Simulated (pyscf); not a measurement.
Optimised with ωB97X-D3(BJ)/def2-SVP in PySCF. Correlated levels are frozen-core, on RHF or UHF. ΔMP2 is the change of the MP2 total energy from the triple- to the quadruple-zeta basis.

SMILES: [Cl][ZnH]
```xyz
3

Cl     1.2024    -1.4518    -0.4444
Zn     0.2217     0.4071    -0.6109
H     -0.4873     1.7514    -0.7312
```
Charge 0, spin multiplicity 1.

Question: What are the homolytic bond dissociation enthalpies (298 K) of Cl–ZnH at CCSD(T)/def2-TZVPP + ΔMP2(QZVPP), weakest first?

Answer: H–Zn to [Cl–Zn]• + H•: 338.7 kJ/mol; Cl–Zn to Cl• + ZnH•: 463.4 kJ/mol. Ring and multiple bonds, and those that leave no two simple radicals, are not listed. The CCSD(T) − MP2 part came from Ansatz, without density fitting, on the same reference. The frozen core leaves the outer d or s,p core shells of the metals and heavy elements correlated in the MP2 and CC values, and def2-TZVPP describes them poorly, which can shift differences by a few kcal/mol. Left out: the spin-orbit lowering of Cl. The term symbol of open-shell Cl–Zn was not checked; spin-orbit terms are left out. Elements up to Kr have no core potential and no relativistic terms here.
